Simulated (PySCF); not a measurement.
Converging F2 in the basis (CCSD(T))

PySCF, RHF reference; singlet, unpaired electrons none; De to F + F without counterpoise correction. Frozen cores follow the default of each basis and core potential.

```csv
basis,relativity,functions,Re (Å),ωe (cm⁻¹),De (eV),frozen orbitals
3-21G,no relativity,18,1.497,910,1.53,2
def2-SVP,no relativity,28,1.435,834,1.27,2
def2-SVPD,no relativity,46,1.442,819,1.25,2
pcseg-2,no relativity,60,1.420,914,1.53,2
x2c-TZVPPall,spin-free X2C,62,1.417,915,1.50,2
def2-TZVPPD,no relativity,80,1.418,913,1.52,2
```

How does each smaller set differ from the one with most functions, def2-TZVPPD?

3-21G: +7.9 pm, -0.3 % in ωe, +0.01 eV in De; def2-SVP: +1.7 pm, -8.7 % in ωe, -0.25 eV in De; def2-SVPD: +2.4 pm, -10.3 % in ωe, -0.27 eV in De; pcseg-2: +0.2 pm, +0.1 % in ωe, +0.01 eV in De; x2c-TZVPPall: -0.1 pm, +0.2 % in ωe, -0.02 eV in De. All at CCSD(T); the set with most functions is neither the basis-set limit nor always the best. The rows treat relativity differently, so the differences are not basis effects alone.

Correlated steps freeze 2 core orbitals. Correlated levels converge slowly with the basis: in double zeta they bind strong bonds too weakly, by up to about 1 eV, and carry superposition errors of some tenths. Where the molecule has an RHF reference, its open-shell atoms are computed with UHF. 3-21G is very small, so such numbers show the basis as much as the molecule.
